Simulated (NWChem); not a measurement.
C2H3O, doublet; SMILES O=[C]C

```xyz
6

C      0.1122     1.1674     0.0000
C     -0.4339    -0.2359     0.0000
O      0.1585    -1.2720     0.0000
H     -0.2811     1.7025     0.8879
H     -0.2811     1.7025    -0.8879
H      1.2241     1.1823     0.0000
```
Atoms are numbered in this order, from 1.

Computed with NWChem. Pople sets run with spherical d functions. Spin-unrestricted. In the optimisation the excess spin sits in a' (Cs, its own frame). Coordinates come from a PBE-D3(BJ)/def2-SVP, spin-unrestricted optimisation. No stability test was run on the SCF state. Total energies compare along this basis series because the functional is fixed.

| level | basis functions | energy (Ha) | highest occupied level (eV) | lowest empty minus highest occupied level, either spin (eV) | dipole (D) | <S²> |
|---|---|---|---|---|---|---|
| TPSS/STO-3G | 18 | -151.2275 | -1.17 | 2.13 | 1.46 | 0.751 |
| TPSS/3-21G | 33 | -152.3528 | -3.89 | 1.95 | 2.35 | 0.752 |
| TPSS/6-31G* | 48 | -153.2007 | -4.09 | 2.06 | 2.38 | 0.752 |
| TPSS/6-31+G* | 60 | -153.2104 | -4.56 | 1.90 | 2.61 | 0.753 |
| TPSS/6-311G** | 72 | -153.2476 | -4.37 | 1.99 | 2.41 | 0.752 |
| TPSS/6-311++G** | 87 | -153.2526 | -4.60 | 1.91 | 2.62 | 0.753 |
